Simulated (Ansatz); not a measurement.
Molecule (SMILES): Cl[Si](Cl)(Cl)Cl.
Atoms: Si1, Cl2, Cl3, Cl4, Cl5. Bonds: Si1-Cl2, Si1-Cl3, Si1-Cl4, Si1-Cl5.

Basis-set convergence of the harmonic zero-point energy at HF with Ansatz (a program for electronic structure). Each level at its own minimum, finite differences of forces, unscaled; the reference is a large set that could be run, not a limit. Cartesian d functions, on some or all atoms, in 6-31G**; all else is spherical. The program fits the integrals of some runs and decomposes those of others, by size. No added dispersion term, no relativity. Reference: the value in aug-pcseg-3, 4.80 kcal/mol. Deviations are taken from unrounded values.

```tsv
basis	functions	harmonic zero-point energy (kcal/mol)	minus reference (kcal/mol)
STO-3G	45	5.12	0.32
6-31G	65	4.31	-0.50
6-31G**	95	4.90	0.10
cc-pV(D+d)Z	115	4.81	0.01
def2-SVPD	132	4.75	-0.06
aug-cc-pV(D+d)Z	160	4.72	-0.08
def2-TZVP	185	4.82	0.02
def2-TZVPP	210	4.82	0.01
def2-TZVPD	227	4.81	0.01
jun-cc-pV(T+d)Z	240	4.80	0.00
aug-pcseg-2	250	4.80	0.00
aug-cc-pV(T+d)Z	275	4.80	-0.01
def2-QZVPP	350	4.81	0.00
```

The smallest set listed that lies within 0.2 kcal/mol of the reference with all its larger relatives (same family, alike in diffuse functions; a set with none counts only in the reference's own line) is 6-31G** (95 functions, 0.10 kcal/mol off). (Relatives not listed, tested too: 6-311G** 0.09, cc-pV(T+d)Z 0.01, def2-TZVPPD 0.00, cc-pV(Q+d)Z 0.00, def2-QZVP 0.00, def2-QZVPPD 0.00, aug-cc-pV(Q+d)Z 0.00, aug-pcseg-3 0.00 kcal/mol.)
